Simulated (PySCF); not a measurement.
# How methods differ on the electron affinity of P

P- [Ne] 3s2 3p4 (3P) → P [Ne] 3s2 3p3 (4S), as a difference of total energies. Computed with PySCF 2.14 in aug-cc-pV(Q+d)Z with one added diffuse shell each of s, p, d, f, g type (8s7p6d4f3g, 114 functions), with the non-relativistic Hamiltonian (point nucleus). Correlated levels: valence: [Ne] frozen. The calculations carry no spin-orbit coupling.

```csv
method,electron affinity (eV),plus first-order spin-orbit estimate,error of that sum (eV)
UHF,-0.319,-0.307,-1.054
LDA,1.056,1.068,+0.321
PBE,0.909,0.921,+0.174
PBE0,0.793,0.805,+0.058
r2SCAN,0.814,0.826,+0.079
wB97X-V,0.839,0.851,+0.104
revPBE,0.881,0.892,+0.145
wB97M-V,0.809,0.820,+0.073
MP2 (valence),0.551,0.563,-0.184
SCS-MP2 (valence),0.637,0.649,-0.098
```

Reference: 0.747 eV (measured; photodetachment measurements, as compiled on the Wikipedia data page of electron affinities).

A first-order spin-orbit estimate (lowest level to lowest level, LS coupling) adds 0.012 eV.

Errors of the correlated levels include the incompleteness of this basis and the frozen core.

A negative affinity means that the anion lies above the atom at that level of theory.

In the anion the highest occupied orbital energy is positive at LDA, PBE, PBE0, r2SCAN, revPBE, a self-interaction effect; the basis confines that electron, and the energy difference can still be sensible.
